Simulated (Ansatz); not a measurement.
The inner images of a band of AlClH$_{4}$ (6 atoms, charge 0, multiplicity 1) are given out of order.

Method: RKS r2SCANh/6-31G* in Ansatz.

Image 0:

```xyz
6
Properties=species:S:1:pos:R:3
Al 0.002 0.155 0.021
H -0.002 0.692 1.526
H 1.377 0.106 -0.778
H -1.379 0.030 -0.758
Cl 0.079 -2.350 0.923
H 0.072 -2.013 2.164
```

Image 8:

```xyz
6
Properties=species:S:1:pos:R:3
Al 0.021 -0.622 -0.312
H 0.011 0.252 2.089
H 1.401 0.122 -0.490
H -1.400 0.044 -0.472
Cl 0.081 -2.704 0.029
H 0.034 -0.472 2.254
```

Q: Put them in order from the first end to the last, with their energies above the first end.
A.
```xyz
6
Properties=species:S:1:pos:R:3
Al 0.005 0.044 0.040
H 0.007 0.359 1.624
H 1.399 0.120 -0.713
H -1.400 0.042 -0.695
Cl 0.079 -2.425 0.953
H 0.060 -1.520 1.890
```
B.
```xyz
6
Properties=species:S:1:pos:R:3
Al 0.020 -0.507 -0.147
H 0.015 0.070 1.886
H 1.394 0.185 -0.509
H -1.395 0.109 -0.494
Cl 0.079 -2.556 0.473
H 0.036 -0.682 1.890
```
C.
```xyz
6
Properties=species:S:1:pos:R:3
Al 0.008 -0.044 0.046
H 0.012 0.201 1.671
H 1.412 0.125 -0.663
H -1.412 0.048 -0.644
Cl 0.078 -2.419 0.960
H 0.052 -1.292 1.727
```
D.
```xyz
6
Properties=species:S:1:pos:R:3
Al 0.021 -0.577 -0.219
H 0.013 0.172 1.963
H 1.397 0.158 -0.465
H -1.396 0.080 -0.450
Cl 0.081 -2.645 0.227
H 0.034 -0.569 2.042
```
E.
```xyz
6
Properties=species:S:1:pos:R:3
Al 0.012 -0.197 0.013
H 0.016 0.041 1.729
H 1.414 0.147 -0.626
H -1.414 0.072 -0.609
Cl 0.076 -2.415 0.879
H 0.044 -1.028 1.712
```
F.
```xyz
6
Properties=species:S:1:pos:R:3
Al 0.004 0.099 0.026
H 0.003 0.507 1.576
H 1.386 0.117 -0.757
H -1.388 0.041 -0.739
Cl 0.078 -2.386 0.933
H 0.067 -1.759 2.059
```
G.
```xyz
6
Properties=species:S:1:pos:R:3
Al 0.017 -0.375 -0.058
H 0.018 -0.008 1.806
H 1.406 0.178 -0.573
H -1.406 0.102 -0.557
Cl 0.077 -2.466 0.704
H 0.039 -0.812 1.777
```

A: F (+0.024 eV), A (+0.082 eV), C (+0.121 eV), E (-0.101 eV), G (-0.875 eV), B (-1.314 eV), D (-1.442 eV).

Run time: 2.4 min on 1 thread of Arm Neoverse V1, with other jobs on the host, peak memory 0.11 GiB.
